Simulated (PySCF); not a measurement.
Orbital picture of P2

BP86 at R = 1.895 Å; basis P 6-31G(d,p); no relativity; PySCF 2.14. State: ¹Σg⁺ (singlet), closed shell. Only the outer orbitals are listed.

| orbital | occ. | ε (eV) | main shells (%) |
| --- | --- | --- | --- |
| σg | 2 | -17.18 | 87 s, 12 p |
| σu | 2 | -11.60 | 90 s, 9 p |
| σg | 2 | -7.27 | 83 p, 16 s |
| πu | 2 | -7.23 | 98 p |
| πu | 2 | -7.23 | 98 p |
| πg | 0 | -3.46 | 99 p |
| πg | 0 | -3.46 | 99 p |

Q: Which are the highest filled and the lowest empty level, where do they sit, and how wide is the gap?

A: Highest filled πu at -7.23 eV (in %: 98 p); lowest empty πg at -3.46 eV (in %: 99 p); the gap at BP86 is 3.77 eV.

```
bond order (Mayer) : 2.79
⟨S²⟩               : 0.000
```
